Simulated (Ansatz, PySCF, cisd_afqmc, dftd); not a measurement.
System: C₂H₄S, charge 0, singlet. C2H4S (SMILES C1CS1).
B3LYP-D3(BJ)/def2-TZVP minimum from Ansatz (a program for electronic structure):
```
C
H 1 1.0824
H 1 1.0824 2 114.91
C 1 1.4789 2 118.24 3 147.30
H 4 1.0824 1 118.24 2 0.00
H 4 1.0824 5 114.91 1 147.30
S 1 1.8219 2 115.22 3 -137.55
```
Charge 0, spin multiplicity 1.

Property: enthalpy of formation at 298 K (by atomisation, with ideal-gas terms from PySCF's Hessian at B3LYP-D3(BJ)/def2-TZVP and the atoms' measured values of the G2/97 table; no spin-orbit terms), in kcal/mol. Open shells are spin-unrestricted; no spin-orbit coupling. Correlated methods leave the cores frozen. Rows without X2C or -DK are non-relativistic. AFQMC is phaseless with a CISD trial state; ± is one standard error, without the phaseless bias. Outlying blocks are dropped, and bars are widened where a walk drifts. Over all cases where full CI ran beside it in this data, AFQMC minus full CI had a median of +0.1 mEh and passed +0.4 mEh in a tenth of the cases. CBS(X,Y): correlation extrapolated as X^-3, Hartree-Fock from the larger set (Q,5: extrapolated as (X+1)exp(-9√X)). A bracket is a step between two methods taken in the basis named. The functionals are non-relativistic, so their misses hold any scalar relativity. 'core' is core correlation in cc-pwCVTZ (1s frozen past Ne), 'X2C' scalar relativity in cc-pVTZ-DK, both at CCSD(T). Where a partner has so few electrons that a lower coupled-cluster level is exact, that level stands in.

Measured: 19.6 kcal/mol, 82.0 kJ/mol (G2/97 table in ASE (Curtiss et al.)); atomic spin-orbit terms, which the calculations lack, would raise the computed values.

| level | program | enthalpy of formation at 298 K (kcal/mol) | error against that value |
|---|---|---|---|
| HF/cc-pV(D+d)Z | Ansatz | 199.8 | 180.2 |
| r2SCAN-D3(BJ)/def2-TZVPD | Ansatz + dftd3 | 15.6 | -4.0 |
| B3LYP-D3(BJ)/def2-TZVPD | Ansatz + dftd3 | 19.8 | 0.2 |
| PBE0/def2-TZVPD | Ansatz | 14.3 | -5.3 |
| CCSD/CBS(cc-pV(Q+d)Z,cc-pV(5+d)Z) | Ansatz | 31.1 | 11.5 |
| CCSD(T)/cc-pV(5+d)Z | Ansatz | 22.5 | 2.9 |
| CCSD(T)/CBS(cc-pV(T+d)Z,cc-pV(Q+d)Z) | Ansatz | 19.1 | -0.5 |
| CCSDT(Q)/cc-pV(D+d)Z | Ansatz | 67.5 | 47.9 |
| AFQMC/CISD/cc-pV(T+d)Z | cisd_afqmc | 35.1 ± 0.3 | 15.5 |
| CCSD(T)/CBS(cc-pV(Q+d)Z,cc-pV(5+d)Z) + [AFQMC/CISD - CCSD(T)]/cc-pV(T+d)Z + core + X2C | Ansatz + cisd_afqmc | 16.9 ± 0.3 | -2.7 |
| CCSD(T)/CBS(cc-pV(Q+d)Z,cc-pV(5+d)Z) + [CCSDT(Q) - CCSD(T)]/cc-pV(D+d)Z + core + X2C | Ansatz | 16.8 | -2.8 |

The highest level lies far from the tabulated value, which was not checked at its source: another state or conformer, missing terms or a fault of the table are possible.
